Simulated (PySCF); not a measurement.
Peak assignment

Geometry:
| atom | x (Å) | y (Å) | z (Å) |
| --- | --- | --- | --- |
| O1 | 1.574 | -0.264 | -1.166 |
| C2 | 1.257 | -0.162 | -0.009 |
| O3 | 2.155 | -0.224 | 0.990 |
| C4 | -0.116 | 0.039 | 0.498 |
| C5 | -1.246 | -0.603 | -0.271 |
| C6 | -1.055 | 0.867 | -0.347 |
| H7 | 3.045 | -0.356 | 0.628 |
| H8 | -0.182 | 0.104 | 1.575 |
| H9 | -0.967 | -1.192 | -1.132 |
| H10 | -2.072 | -1.001 | 0.298 |
| H11 | -0.647 | 1.274 | -1.259 |
| H12 | -1.745 | 1.518 | 0.168 |

Non-relativistic Hamiltonian, in vacuum, rapidly exchanging positions averaged, single conformer. σ from GIAO-PBE0/pcSseg-1; geometry: GFN2-xTB; B3LYP/pcJ-1 coupling constants (without the spin–dipole term); PySCF.

Referencing at the same level of theory: TMS for $^{13}$C (σref 186.93) and $^{1}$H (σref 31.72).

(1) Assign these signals to the numbered atoms. $^{13}$C{$^{1}$H} NMR (computed): δ 180.6 (C), 13.6 (CH), 11.8 (CH2).

(2) Assign these signals to the numbered atoms. $^{1}$H NMR (400 MHz, computed): δ 6.08 (br s, 1H), 1.65 (tt, J = 9.0, 5.2 Hz, 1H), 1.02 (m, 2H), 0.90 (m, 2H).

## Answers

(1) 
180.6 → C2, carboxylic acid carbon: it is a carbonyl in resonance with an O or N lone pair, the region of acids, esters and amides
13.6 → C4, three-membered-ring carbon: carbons of three-membered rings are unusually shielded
11.8 → C5/C6, three-membered-ring carbon

C4 and C5/C6 lie closer than the usual error of such a calculation, so a measured spectrum could show them in the other order.

(2) 
6.08 → H7, hydrogen on an acid hydroxyl oxygen: labile proton, position sensitive to the medium
1.65 → H8, hydrogen on a three-membered-ring carbon
1.02 → H9/H11, hydrogen on a three-membered-ring carbon: cyclopropane-type protons are shielded by the ring
0.90 → H10/H12, hydrogen on a three-membered-ring carbon

H9/H11 and H10/H12 lie closer than the usual error of such a calculation, so a measured spectrum could show them in the other order.

OH and NH positions are those of a molecule without intermolecular hydrogen bonds; in solution they move with solvent, concentration and temperature, and exchange usually removes their couplings. Multiplet labels drop couplings under 1 Hz and merge nearly equal ones. Couplings among chemically equivalent protons are left out too, so labels in AA′BB′ or AA′XX′ sets are apparent multiplicities. Unscaled 3J(H,H) at this level run about 10 % above measured values. Shifts are as computed. Against solution values, carbons near 30 ppm lie about +3 ppm off and those near 130 ppm about +5 ppm. Of 1211 compounds with measured shifts, 218 miss one by over three times the rms of a fit or turn the order of signals round; such compounds aren't used in these exercises. The C=O carbon of an acid or of an amide with N–H lies up to 10 ppm further downfield in solution, through hydrogen bonding that the calculation lacks.
